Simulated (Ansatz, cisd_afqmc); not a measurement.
System: CH, charge 1, singlet. A triplet may lie lower; no result for it is given here. CH+ (parent SMILES [CH], singlet).
B3LYP-D3(BJ)/def2-TZVP minimum from Ansatz (an electronic-structure program):
```xyz
2

C      0.0000     0.0000    -0.1625
H      0.0000     0.0000     0.9750
```
Charge +1, spin multiplicity 1.

Total energies in aug-cc-pVDZ, 4 correlated electrons, 1 frozen orbitals. UHF or UKS for unpaired electrons; spin-orbit terms are left out. Correlated methods leave the cores frozen. No relativity. The Monte Carlo rows (phaseless AFQMC, CISD trial, step 0.005/hartree) carry one-sigma bars that omit the constraint's bias. Outlying blocks are dropped, and bars are widened where a walk drifts. Over all cases where full CI ran beside it in this data, AFQMC minus full CI had a median of +0.1 mEh and passed +0.4 mEh in a tenth of the cases. The restricted determinant of CH+ (parent SMILES [CH], singlet) is unstable towards broken spin symmetry in at least one set run.

```tsv
method	program	energy (Eh)	error against FCI (mEh)
HF	Ansatz	-37.90129	103.05
MP2	Ansatz	-37.97100	33.34
CCSD	Ansatz	-38.00233	2.01
CCSD(T)	Ansatz	-38.00382	0.51
CCSDT(Q)	Ansatz	-38.00430	0.03
CCSDTQ	Ansatz	-38.00434	0.00
AFQMC/CISD	cisd_afqmc	-38.0040 ± 0.0001	0.3 ± 0.1
FCI	Ansatz	-38.00434	0.00
```
